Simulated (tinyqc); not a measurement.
Worked calculation: RHF in the sto-3g basis, for H2O, spin multiplicity 1. One step of it, computed by the program tinyqc.

Problem. Iteration 2: building the Fock matrix. J_ij = sum D_kl (ij|kl), K_ij = sum D_kl (ik|jl); F = H + J - 0.5 K; E = tr D H + tr D J / 2 - 0.25 tr D K + E_nn.

D after iteration 1, order 1O 1s, 1O 2s, 1O 2px, 1O 2py, 1O 2pz, 2H 1s, 3H 1s:
```
[[2.096411, -0.398268, 0.000000, 0.000000, 0.131354, -0.055772, -0.055772],
 [-0.398268, 1.736143, 0.000000, 0.000000, -0.659811, 0.075319, 0.075319],
 [0.000000, 0.000000, 2.000000, 0.000000, 0.000000, 0.000000, 0.000000],
 [0.000000, 0.000000, 0.000000, 0.787564, 0.000000, 0.563607, -0.563607],
 [0.131354, -0.659811, 0.000000, 0.000000, 1.254151, 0.427532, 0.427532],
 [-0.055772, 0.075319, 0.000000, 0.563607, 0.427532, 0.614409, -0.192261],
 [-0.055772, 0.075319, 0.000000, -0.563607, 0.427532, -0.192261, 0.614409]]
```

core Hamiltonian H = T + V (hartree), order 1O 1s, 1O 2s, 1O 2px, 1O 2py, 1O 2pz, 2H 1s, 3H 1s:
```
[[-32.674605, -7.601843, 0.000000, 0.000000, -0.019427, -1.581935, -1.581935],
 [-7.601843, -9.292396, 0.000000, 0.000000, -0.231748, -3.489055, -3.489055],
 [0.000000, 0.000000, -7.422896, 0.000000, 0.000000, 0.000000, 0.000000],
 [0.000000, 0.000000, 0.000000, -7.544315, 0.000000, -1.783804, 1.783804],
 [-0.019427, -0.231748, 0.000000, 0.000000, -7.528273, -1.741512, -1.741512],
 [-1.581935, -3.489055, 0.000000, -1.783804, -1.741512, -4.933505, -1.655910],
 [-1.581935, -3.489055, 0.000000, 1.783804, -1.741512, -1.655910, -4.933505]]
```

Two-electron integrals (ij|kl) in chemists' order, unique and non-zero (hartree):
```
(11|11) 4.785065    (21|11) 0.741380    (21|21) 0.136873    (22|11) 1.118947
(22|21) 0.256633    (22|22) 0.817206    (31|31) 0.024477    (32|31) 0.037809
(32|32) 0.180518    (33|11) 1.115814    (33|21) 0.256684    (33|22) 0.817023
(33|33) 0.880159    (41|41) 0.024477    (42|41) 0.037809    (42|42) 0.180518
(43|43) 0.047444    (44|11) 1.115814    (44|21) 0.256684    (44|22) 0.817023
(44|33) 0.785270    (44|44) 0.880159    (51|51) 0.024477    (52|51) 0.037809
(52|52) 0.180518    (53|53) 0.047444    (54|54) 0.047444    (55|11) 1.115814
(55|21) 0.256684    (55|22) 0.817023    (55|33) 0.785270    (55|44) 0.785270
(55|55) 0.880159    (61|11) 0.155321    (61|21) 0.028431    (61|22) 0.052957
(61|33) 0.052855    (61|41) 0.000960    (61|42) 0.001796    (61|44) 0.053023
(61|51) 0.000894    (61|52) 0.001673    (61|54) 0.000156    (61|55) 0.053001
(61|61) 0.005983    (62|11) 0.375304    (62|21) 0.087144    (62|22) 0.306940
(62|33) 0.301747    (62|41) 0.004784    (62|42) 0.036443    (62|44) 0.309932
(62|51) 0.004457    (62|52) 0.033950    (62|54) 0.007625    (62|55) 0.308851
(62|61) 0.018450    (62|62) 0.142360    (63|31) 0.009149    (63|32) 0.053148
(63|43) 0.007585    (63|53) 0.007066    (63|63) 0.020363    (64|11) 0.196957
(64|21) 0.046327    (64|22) 0.174246    (64|33) 0.166327    (64|41) 0.011379
(64|42) 0.072756    (64|44) 0.185990    (64|51) 0.002078    (64|52) 0.018267
(64|54) 0.011251    (64|55) 0.170226    (64|61) 0.010245    (64|62) 0.098164
(64|64) 0.087276    (65|11) 0.183485    (65|21) 0.043158    (65|22) 0.162328
(65|33) 0.154951    (65|41) 0.002078    (65|42) 0.018267    (65|44) 0.159136
(65|51) 0.011085    (65|52) 0.070166    (65|54) 0.011484    (65|55) 0.172715
(65|61) 0.009544    (65|62) 0.091449    (65|64) 0.062337    (65|65) 0.078435
(66|11) 0.512725    (66|21) 0.120990    (66|22) 0.488448    (66|33) 0.468659
(66|41) 0.008658    (66|42) 0.090711    (66|44) 0.500118    (66|51) 0.008066
(66|52) 0.084506    (66|54) 0.029307    (66|55) 0.495961    (66|61) 0.025850
(66|62) 0.284265    (66|64) 0.223800    (66|65) 0.208492    (66|66) 0.774606
(71|11) 0.155321    (71|21) 0.028431    (71|22) 0.052957    (71|33) 0.052855
(71|41) -0.000960   (71|42) -0.001796   (71|44) 0.053023    (71|51) 0.000894
(71|52) 0.001673    (71|54) -0.000156   (71|55) 0.053001    (71|61) 0.005902
(71|62) 0.017946    (71|64) 0.009092    (71|65) 0.009289    (71|66) 0.024895
(71|71) 0.005983    (72|11) 0.375304    (72|21) 0.087144    (72|22) 0.306940
(72|33) 0.301747    (72|41) -0.004784   (72|42) -0.036443   (72|44) 0.309932
(72|51) 0.004457    (72|52) 0.033950    (72|54) -0.007625   (72|55) 0.308851
(72|61) 0.017946    (72|62) 0.118363    (72|64) 0.055877    (72|65) 0.074137
(72|66) 0.197383    (72|71) 0.018450    (72|72) 0.142360    (73|31) 0.009149
(73|32) 0.053148    (73|43) -0.007585   (73|53) 0.007066    (73|63) 0.016470
(73|73) 0.020363    (74|11) -0.196957   (74|21) -0.046327   (74|22) -0.174246
(74|33) -0.166327   (74|41) 0.011379    (74|42) 0.072756    (74|44) -0.185990
(74|51) -0.002078   (74|52) -0.018267   (74|54) 0.011251    (74|55) -0.170226
(74|61) -0.009092   (74|62) -0.055877   (74|64) -0.010296   (74|65) -0.034186
(74|66) -0.081550   (74|71) -0.010245   (74|72) -0.098164   (74|74) 0.087276
(75|11) 0.183485    (75|21) 0.043158    (75|22) 0.162328    (75|33) 0.154951
(75|41) -0.002078   (75|42) -0.018267   (75|44) 0.159136    (75|51) 0.011085
(75|52) 0.070166    (75|54) -0.011484   (75|55) 0.172715    (75|61) 0.009289
(75|62) 0.074137    (75|64) 0.034186    (75|65) 0.062206    (75|66) 0.135918
(75|71) 0.009544    (75|72) 0.091449    (75|74) -0.062337   (75|75) 0.078435
(76|11) 0.163454    (76|21) 0.038344    (76|22) 0.147565    (76|33) 0.143777
(76|44) 0.146226    (76|51) 0.003011    (76|52) 0.027675    (76|55) 0.152529
(76|61) 0.008059    (76|62) 0.069590    (76|64) 0.041240    (76|65) 0.050246
(76|66) 0.146930    (76|71) 0.008059    (76|72) 0.069590    (76|74) -0.041240
(76|75) 0.050246    (76|76) 0.042059    (77|11) 0.512725    (77|21) 0.120990
(77|22) 0.488448    (77|33) 0.468659    (77|41) -0.008658   (77|42) -0.090711
(77|44) 0.500118    (77|51) 0.008066    (77|52) 0.084506    (77|54) -0.029307
(77|55) 0.495961    (77|61) 0.024895    (77|62) 0.197383    (77|64) 0.081550
(77|65) 0.135918    (77|66) 0.353824    (77|71) 0.025850    (77|72) 0.284265
(77|74) -0.223800   (77|75) 0.208492    (77|76) 0.146930    (77|77) 0.774606
```

nuclear repulsion = 8.83675127 hartree

Give: Coulomb J; exchange K; Fock matrix F; total energy of this density.

Solution.

Coulomb J (hartree), order 1O 1s, 1O 2s, 1O 2px, 1O 2py, 1O 2pz, 2H 1s, 3H 1s:
```
[[17.297, 3.260, 0.000, 0.000, -0.010, 0.677, 0.677],
 [3.260, 8.157, 0.000, 0.000, 0.036, 3.061, 3.061],
 [0.000, 0.000, 8.157, 0.000, 0.000, 0.000, 0.000],
 [0.000, 0.000, 0.000, 8.133, 0.000, 1.733, -1.733],
 [-0.010, 0.036, 0.000, 0.000, 8.157, 1.638, 1.638],
 [0.677, 3.061, 0.000, 1.733, 1.638, 5.013, 1.489],
 [0.677, 3.061, 0.000, -1.733, 1.638, 1.489, 5.013]]
```

exchange K (hartree), order 1O 1s, 1O 2s, 1O 2px, 1O 2py, 1O 2pz, 2H 1s, 3H 1s:
```
[[9.760, 1.657, 0.000, 0.000, 0.007, 0.359, 0.359],
 [1.657, 2.574, 0.000, 0.000, -0.158, 1.081, 1.081],
 [0.000, 0.000, 2.254, 0.000, 0.000, 0.000, 0.000],
 [0.000, 0.000, 0.000, 1.751, 0.000, 0.630, -0.630],
 [0.007, -0.158, 0.000, 0.000, 1.983, 0.569, 0.569],
 [0.359, 1.081, 0.000, 0.630, 0.569, 1.256, 0.466],
 [0.359, 1.081, 0.000, -0.630, 0.569, 0.466, 1.256]]
```

Fock matrix F (hartree), order 1O 1s, 1O 2s, 1O 2px, 1O 2py, 1O 2pz, 2H 1s, 3H 1s:
```
[[-20.258, -5.170, 0.000, 0.000, -0.033, -1.085, -1.085],
 [-5.170, -2.422, 0.000, 0.000, -0.117, -0.968, -0.968],
 [0.000, 0.000, -0.393, 0.000, 0.000, 0.000, 0.000],
 [0.000, 0.000, 0.000, -0.287, 0.000, -0.366, 0.366],
 [-0.033, -0.117, 0.000, 0.000, -0.363, -0.387, -0.387],
 [-1.085, -0.968, 0.000, -0.366, -0.387, -0.549, -0.400],
 [-1.085, -0.968, 0.000, 0.366, -0.387, -0.400, -0.549]]
```

total energy of this density = -74.94592 hartree
